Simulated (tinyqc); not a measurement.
Worked calculation: CCD on RHF in the sto-3g basis, for H2O, spin multiplicity 1. One step of it, computed by the program tinyqc.

Question. Iteration 1: building the Fock matrix. J_ij = sum D_kl (ij|kl), K_ij = sum D_kl (ik|jl); F = H + J - 0.5 K; E = tr D H + tr D J / 2 - 0.25 tr D K + E_nn.

D at the start:
```
            1O 1s      1O 2s    1O 2px     1O 2py     1O 2pz      2H 1s      3H 1s
1O 1s    2.059677  -0.229370  0.000000   0.000000   0.121102  -0.146224  -0.146224
1O 2s   -0.229370   1.072770  0.000000   0.000000  -0.441388   0.345618   0.345618
1O 2px   0.000000   0.000000  2.000000   0.000000   0.000000   0.000000   0.000000
1O 2py   0.000000   0.000000  0.000000   1.338130   0.000000   0.392726  -0.392726
1O 2pz   0.121102  -0.441388  0.000000   0.000000   1.817061   0.115921   0.115921
2H 1s   -0.146224   0.345618  0.000000   0.392726   0.115921   0.270264   0.039743
3H 1s   -0.146224   0.345618  0.000000  -0.392726   0.115921   0.039743   0.270264
```

core Hamiltonian H = T + V (hartree):
```
             1O 1s      1O 2s     1O 2px     1O 2py     1O 2pz      2H 1s      3H 1s
1O 1s   -32.753251  -7.620459   0.000000   0.000000  -0.020511  -1.867579  -1.867579
1O 2s    -7.620459  -9.363930   0.000000   0.000000  -0.238669  -3.921396  -3.921396
1O 2px    0.000000   0.000000  -7.481397   0.000000   0.000000   0.000000   0.000000
1O 2py    0.000000   0.000000   0.000000  -7.644137   0.000000  -2.072468   2.072468
1O 2pz   -0.020511  -0.238669   0.000000   0.000000  -7.584978  -1.735369  -1.735369
2H 1s    -1.867579  -3.921396   0.000000  -2.072468  -1.735369  -5.196596  -1.774650
3H 1s    -1.867579  -3.921396   0.000000   2.072468  -1.735369  -1.774650  -5.196596
```

Two-electron integrals (ij|kl) in chemists' order, unique and non-zero (hartree):
```
(11|11) 4.785065    (21|11) 0.741380    (21|21) 0.136873    (22|11) 1.118947
(22|21) 0.256633    (22|22) 0.817206    (31|31) 0.024477    (32|31) 0.037809
(32|32) 0.180518    (33|11) 1.115814    (33|21) 0.256684    (33|22) 0.817023
(33|33) 0.880159    (41|41) 0.024477    (42|41) 0.037809    (42|42) 0.180518
(43|43) 0.047444    (44|11) 1.115814    (44|21) 0.256684    (44|22) 0.817023
(44|33) 0.785270    (44|44) 0.880159    (51|51) 0.024477    (52|51) 0.037809
(52|52) 0.180518    (53|53) 0.047444    (54|54) 0.047444    (55|11) 1.115814
(55|21) 0.256684    (55|22) 0.817023    (55|33) 0.785270    (55|44) 0.785270
(55|55) 0.880159    (61|11) 0.183372    (61|21) 0.033544    (61|22) 0.062409
(61|33) 0.062292    (61|41) 0.001201    (61|42) 0.002239    (61|44) 0.062510
(61|51) 0.000958    (61|52) 0.001786    (61|54) 0.000175    (61|55) 0.062431
(61|61) 0.008327    (62|11) 0.422888    (62|21) 0.098103    (62|22) 0.343169
(62|33) 0.337544    (62|41) 0.005716    (62|42) 0.042704    (62|44) 0.347662
(62|51) 0.004560    (62|52) 0.034069    (62|54) 0.008072    (62|55) 0.343984
(62|61) 0.024463    (62|62) 0.174798    (63|31) 0.010543    (63|32) 0.060351
(63|43) 0.008991    (63|53) 0.007173    (63|63) 0.025647    (64|11) 0.230157
(64|21) 0.054112    (64|22) 0.202205    (64|33) 0.192923    (64|41) 0.013325
(64|42) 0.084373    (64|44) 0.216799    (64|51) 0.002220    (64|52) 0.019165
(64|54) 0.011875    (64|55) 0.196674    (64|61) 0.014122    (64|62) 0.125111
(64|64) 0.114227    (65|11) 0.183619    (65|21) 0.043171    (65|22) 0.161319
(65|33) 0.153914    (65|41) 0.002220    (65|42) 0.019165    (65|44) 0.158616
(65|51) 0.012314    (65|52) 0.075641    (65|54) 0.012742    (65|55) 0.171253
(65|61) 0.011266    (65|62) 0.099813    (65|64) 0.070669    (65|65) 0.082027
(66|11) 0.545126    (66|21) 0.128513    (66|22) 0.513150    (66|33) 0.492223
(66|41) 0.010166    (66|42) 0.102768    (66|44) 0.530210    (66|51) 0.008110
(66|52) 0.081988    (66|54) 0.030306    (66|55) 0.516401    (66|61) 0.032374
(66|62) 0.321259    (66|64) 0.262813    (66|65) 0.209672    (66|66) 0.774606
(71|11) 0.183372    (71|21) 0.033544    (71|22) 0.062409    (71|33) 0.062292
(71|41) -0.001201   (71|42) -0.002239   (71|44) 0.062510    (71|51) 0.000958
(71|52) 0.001786    (71|54) -0.000175   (71|55) 0.062431    (71|61) 0.008202
(71|62) 0.023720    (71|64) 0.012451    (71|65) 0.010929    (71|66) 0.030996
(71|71) 0.008327    (72|11) 0.422888    (72|21) 0.098103    (72|22) 0.343169
(72|33) 0.337544    (72|41) -0.005716   (72|42) -0.042704   (72|44) 0.347662
(72|51) 0.004560    (72|52) 0.034069    (72|54) -0.008072   (72|55) 0.343984
(72|61) 0.023720    (72|62) 0.144320    (72|64) 0.070673    (72|65) 0.080216
(72|66) 0.221125    (72|71) 0.024463    (72|72) 0.174798    (73|31) 0.010543
(73|32) 0.060351    (73|43) -0.008991   (73|53) 0.007173    (73|63) 0.020558
(73|73) 0.025647    (74|11) -0.230157   (74|21) -0.054112   (74|22) -0.202205
(74|33) -0.192923   (74|41) 0.013325    (74|42) 0.084373    (74|44) -0.216799
(74|51) -0.002220   (74|52) -0.019165   (74|54) 0.011875    (74|55) -0.196674
(74|61) -0.012451   (74|62) -0.070673   (74|64) -0.014422   (74|65) -0.038331
(74|66) -0.094155   (74|71) -0.014122   (74|72) -0.125111   (74|74) 0.114227
(75|11) 0.183619    (75|21) 0.043171    (75|22) 0.161319    (75|33) 0.153914
(75|41) -0.002220   (75|42) -0.019165   (75|44) 0.158616    (75|51) 0.012314
(75|52) 0.075641    (75|54) -0.012742   (75|55) 0.171253    (75|61) 0.010929
(75|62) 0.080216    (75|64) 0.038331    (75|65) 0.064465    (75|66) 0.135193
(75|71) 0.011266    (75|72) 0.099813    (75|74) -0.070669   (75|75) 0.082027
(76|11) 0.177515    (76|21) 0.041541    (76|22) 0.156963    (76|33) 0.153350
(76|44) 0.156336    (76|51) 0.003076    (76|52) 0.026958    (76|55) 0.161037
(76|61) 0.010260    (76|62) 0.079157    (76|64) 0.048651    (76|65) 0.050812
(76|66) 0.148945    (76|71) 0.010260    (76|72) 0.079157    (76|74) -0.048651
(76|75) 0.050812    (76|76) 0.043100    (77|11) 0.545126    (77|21) 0.128513
(77|22) 0.513150    (77|33) 0.492223    (77|41) -0.010166   (77|42) -0.102768
(77|44) 0.530210    (77|51) 0.008110    (77|52) 0.081988    (77|54) -0.030306
(77|55) 0.516401    (77|61) 0.030996    (77|62) 0.221125    (77|64) 0.094155
(77|65) 0.135193    (77|66) 0.355550    (77|71) 0.032374    (77|72) 0.321259
(77|74) -0.262813   (77|75) 0.209672    (77|76) 0.148945    (77|77) 0.774606
```

nuclear repulsion = 9.46791724 hartree

Give: Coulomb J; exchange K; Fock matrix F; total energy of this density.

Answer.

Coulomb J (hartree):
```
         1O 1s  1O 2s  1O 2px  1O 2py  1O 2pz  2H 1s   3H 1s
1O 1s   17.701  3.357   0.000   0.000  -0.008  0.822   0.822
1O 2s    3.357  8.396   0.000   0.000   0.007  3.485   3.485
1O 2px   0.000  0.000   8.378   0.000   0.000  0.000   0.000
1O 2py   0.000  0.000   0.000   8.389   0.000  2.037  -2.037
1O 2pz  -0.008  0.007   0.000   0.000   8.397  1.634   1.634
2H 1s    0.822  3.485   0.000   2.037   1.634  5.210   1.588
3H 1s    0.822  3.485   0.000  -2.037   1.634  1.588   5.210
```

exchange K (hartree):
```
        1O 1s   1O 2s  1O 2px  1O 2py  1O 2pz  2H 1s   3H 1s
1O 1s   9.735   1.709   0.000   0.000   0.011  0.430   0.430
1O 2s   1.709   2.577   0.000   0.000  -0.105  1.216   1.216
1O 2px  0.000   0.000   2.247   0.000   0.000  0.000   0.000
1O 2py  0.000   0.000   0.000   2.101   0.000  0.679  -0.679
1O 2pz  0.011  -0.105   0.000   0.000   2.231  0.495   0.495
2H 1s   0.430   1.216   0.000   0.679   0.495  1.187   0.531
3H 1s   0.430   1.216   0.000  -0.679   0.495  0.531   1.187
```

Fock matrix F (hartree):
```
          1O 1s   1O 2s  1O 2px  1O 2py  1O 2pz   2H 1s   3H 1s
1O 1s   -19.920  -5.119   0.000   0.000  -0.034  -1.260  -1.260
1O 2s    -5.119  -2.257   0.000   0.000  -0.179  -1.044  -1.044
1O 2px    0.000   0.000  -0.227   0.000   0.000   0.000   0.000
1O 2py    0.000   0.000   0.000  -0.305   0.000  -0.375   0.375
1O 2pz   -0.034  -0.179   0.000   0.000  -0.303  -0.349  -0.349
2H 1s    -1.260  -1.044   0.000  -0.375  -0.349  -0.580  -0.452
3H 1s    -1.260  -1.044   0.000   0.375  -0.349  -0.452  -0.580
```

total energy of this density = -74.67707 hartree
